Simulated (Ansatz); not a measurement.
System: SrFCuTe (P4/nmm, No. 129; cell taken from a computed entry). Method: r²SCAN in Ansatz (plane waves, PAW).

Excerpt of the program's output:

```
Crystal: 8 atoms, lattice volume = 159.654 Å³
Basis set: ecut = 560 eV, 4767 PW (Γ), exchange–correlation on 108×108×216 points (27 copies of the dense FFT grid, shifted against one another)
Bands: 63, of which v1, the nominal top of the filled ones, is band 52 counted from 1 (51 counted from 0)
Symmetry: 16 space group operations
Space group: P4/nmm (ITA 129), of the structure as read, at distance tolerance 5.4e-5 Å
k-points: 45 of 256
Functional: x = r2scan, c = r2scan; τ floored in thin density (d = 2e-4 eV/Å³)
SCF iter   1: F=—  HF=-35992.909935 eV  |F-HF|=—  |Δ(HF+E_count)|=         —  Δρ=2.15e-2  dr2=5.20e-1  dr2_τ=8.01e-2
SCF iter   2: F=—  HF=-35993.048856 eV  |F-HF|=—  |Δ(HF+E_count)|=   1.39e-1  Δρ=1.47e-2  dr2=2.06e-1  dr2_τ=4.32e-3
  ...
SCF iter  10: F=—  HF=-35992.979888 eV  |F-HF|=—  |Δ(HF+E_count)|=   3.11e-9  Δρ=8.45e-7  dr2=8.56e-10  dr2_τ=6.40e-11
SCF iter  11: F=-35992.979888 eV  HF=-35992.979888 eV  |F-HF|=5.02e-10  |Δ(HF+E_count)|=  5.60e-10  Δρ=7.38e-7  dr2=5.84e-10  dr2_τ=8.47e-12
SCF 1 converged in 11 iterations: F = -35992.979888 eV  dr2 = 5.84e-10
SCF converged after 11 iterations
Free energy (F): -35992.979888 eV
Internal energy: -35992.979888 eV  (E = F + TS)
E sigma→0 (E₀):  -35992.979888 eV
Fermi energy:    11.687066 eV
--- Forces (eV/Å), atoms counted from 1 ---
  atom   1  Sr     0.00000000     0.00000000     0.02577121
  atom   2  Sr     0.00000000     0.00000000    -0.02577121
  atom   3  Cu     0.00000000     0.00000000     0.00000000
  atom   4  Cu     0.00000000     0.00000000    -0.00000000
  atom   5  Te     0.00000000     0.00000000    -0.10614392
  atom   6  Te     0.00000000     0.00000000     0.10614392
  atom   7  F      0.00000000     0.00000000    -0.00000000
  atom   8  F      0.00000000     0.00000000     0.00000000
--- Stress (GPa, compression-positive) ---
        2.339829       0.000000       0.000000
        0.000000       2.339829       0.000000
        0.000000       0.000000       2.203693
  P = ⅓ Tr σ = 2.2945 GPa (22.945 kbar)
```

**Question.** Write an input file that could have produced this run (the log leaves some choices open).

**Answer.** One answer among several that fit: 
Ansatz 0.2 input:
```yaml
crystal:
  lattice:
    - [4.1972476926, 0.0, 0.0]
    - [0.0, 4.1972476926, 0.0]
    - [0.0, 0.0, 9.0625357375]
  atoms:
    - { symbol: Sr, position: [0.0, 0.5, 0.8521862208] }
    - { symbol: Sr, position: [0.5, 0.0, 0.1478137792] }
    - { symbol: Cu, position: [0.5, 0.5, 0.5] }
    - { symbol: Cu, position: [0.0, 0.0, 0.5] }
    - { symbol: Te, position: [0.0, 0.5, 0.3254412455] }
    - { symbol: Te, position: [0.5, 0.0, 0.6745587545] }
    - { symbol: F, position: [0.5, 0.5, 0.0] }
    - { symbol: F, position: [0.0, 0.0, 0.0] }
basis:
  ecutwfc: 560
  ecutrho_ratio: 4
  xc_grid: 3
kpoints:
  mp_grid: { grid: [8, 8, 4] }
  band_path:
    path:
      - [0.0, 0.0, 0.0]
      - [0.0, 0.071429, 0.0]
      - [0.0, 0.142857, 0.0]
      - [0.0, 0.214286, 0.0]
      - [0.0, 0.285714, 0.0]
      - [0.0, 0.357143, 0.0]
      - [0.0, 0.428571, 0.0]
      - [0.0, 0.5, 0.0]
      - [0.071429, 0.5, 0.0]
      - [0.142857, 0.5, 0.0]
      - [0.214286, 0.5, 0.0]
      - [0.285714, 0.5, 0.0]
      - [0.357143, 0.5, 0.0]
      - [0.428571, 0.5, 0.0]
      - [0.5, 0.5, 0.0]
      - [0.45, 0.45, 0.0]
      - [0.4, 0.4, 0.0]
      - [0.35, 0.35, 0.0]
      - [0.3, 0.3, 0.0]
      - [0.25, 0.25, 0.0]
      - [0.2, 0.2, 0.0]
      - [0.15, 0.15, 0.0]
      - [0.1, 0.1, 0.0]
      - [0.05, 0.05, 0.0]
      - [0.0, 0.0, 0.25]
      - [0.0, 0.0, 0.5]
      - [0.0, 0.071429, 0.5]
      - [0.0, 0.142857, 0.5]
      - [0.0, 0.214286, 0.5]
      - [0.0, 0.285714, 0.5]
      - [0.0, 0.357143, 0.5]
      - [0.0, 0.428571, 0.5]
      - [0.0, 0.5, 0.5]
      - [0.071429, 0.5, 0.5]
      - [0.142857, 0.5, 0.5]
      - [0.214286, 0.5, 0.5]
      - [0.285714, 0.5, 0.5]
      - [0.357143, 0.5, 0.5]
      - [0.428571, 0.5, 0.5]
      - [0.5, 0.5, 0.5]
      - [0.45, 0.45, 0.5]
      - [0.4, 0.4, 0.5]
      - [0.35, 0.35, 0.5]
      - [0.3, 0.3, 0.5]
      - [0.25, 0.25, 0.5]
      - [0.2, 0.2, 0.5]
      - [0.15, 0.15, 0.5]
      - [0.1, 0.1, 0.5]
      - [0.05, 0.05, 0.5]
      - [0.0, 0.5, 0.25]
      - [0.5, 0.5, 0.25]
    npoints: 1
hamiltonian:
  xc: r2scan
  dispersion: none
  pseudopotentials: { kind: paw }
scf:
  occupations: { method: fermi_dirac, width: 0.01 }
  convergence: { dr2_threshold: 0.0000000008 }
output:
  forces: true
  stress: true
  eigenvalues: true
  write_bands: true
```

The PAW data were made under PBE.

Note: cell and atoms aren't relaxed at this level (largest force component 0.11 eV/Å, pressure 2.3 GPa).

Cost on a shared machine: about 40 core-seconds (a rough figure).

Ansatz is a quantum-chemistry and plane-wave program.
